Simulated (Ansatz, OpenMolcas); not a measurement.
# The same job for OpenMolcas

Ansatz 0.2.0 runs this on C2H2F4 (norflurane):

molecule.yaml:
```yaml
crystal:
  periodic: [false, false, false]
  atoms:
    - symbol: F
      position_ang: [-0.224600, -1.506500, 0.915200]
    - symbol: C
      position_ang: [-0.211200, -0.737800, -0.211700]
    - symbol: C
      position_ang: [0.211200, 0.674300, 0.135500]
    - symbol: F
      position_ang: [1.434400, 0.711300, 0.662400]
    - symbol: F
      position_ang: [0.217100, 1.411800, -0.982100]
    - symbol: F
      position_ang: [-0.624600, 1.243600, 1.002900]
    - symbol: H
      position_ang: [0.502000, -1.148600, -0.930100]
    - symbol: H
      position_ang: [-1.212300, -0.705100, -0.647900]
basis:
  gaussian:
    orbitals: cc-pVDZ
hamiltonian:
  xc: {name: B2PLYP}
correlation:
  frozen_orbitals: {C: 1, F: 1, H: 0}
accuracy: high
output:
  forces: true
  orbitals: {seedname: orbitals}
```

```bash
$ ansatz run molecule.yaml --threads 1 --pin off --max-ram 2610MiB --events-out events.jsonl --progress --plain --runs-dir runs
```

The shape is that of a PBE0-D4/def2-TZVP optimisation.

It gives a total energy of -476.436705 Eh.

Translate the job to OpenMolcas 26.06 as an input file of the program's own, asking for the energy.

This input was run:

mol.xyz:
```
8

F     -0.224600    -1.506500     0.915200
C     -0.211200    -0.737800    -0.211700
C      0.211200     0.674300     0.135500
F      1.434400     0.711300     0.662400
F      0.217100     1.411800    -0.982100
F     -0.624600     1.243600     1.002900
H      0.502000    -1.148600    -0.930100
H     -1.212300    -0.705100    -0.647900
```

job.input:
```
&GATEWAY
 BasLib=$CurrDir
 Coord=mol.xyz
 Basis=cc-pVDZ
 Group=NoSym

&SEWARD
 GridInput
 Grid=UltraFine
 End of Grid

&SCF
 KSDFT=B2PLYP_SCF
 Thresholds=1e-10 1e-07 1e-07 1e-05
 PrOrbitals=1 2

&MBPT2
 Frozen=6
```

```bash
$ export MOLCAS_MEM=1860
$ pymolcas job.input > job.log
```

(Basis files named in the input come from the Basis Set Exchange and aren't shown.)

Its energy is -476.436705 Eh, 0.000 mEh from the first.
